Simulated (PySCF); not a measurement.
disilane (H6Si2), SMILES [SiH3][SiH3]. The structure is a stationary point at TPSSh-D3(BJ)/def2-TZVP.

The numbers are results of TPSSh-D3(BJ)/def2-TZVP run with PySCF, not measurements.

Harmonic wavenumbers (cm⁻¹): 133, 365, 365, 428, 634, 634, 855, 928, 948, 948, 962, 962, 2227, 2235, 2235, 2235, 2245, 2245. Rotational constants (GHz): 43.21, 5.043, 5.043; symmetry number 6.

Q: Work out the zero-point energy and the ideal-gas rigid-rotor harmonic-oscillator thermochemistry at 298.15 K and 1 atm.

A: ZPE = ½ Σ hcν = ½ × 21583 cm⁻¹ = 129.10 kJ/mol. H − E(el) = 144.84 kJ/mol. Entropy in J/(mol K): translation 160.26, rotation 82.16, vibration 31.39, total 273.81. G − E(el) = 63.21 kJ/mol. Cp = 79.75 J/(mol K). Modes under 150 cm⁻¹ make the vibrational entropy uncertain.
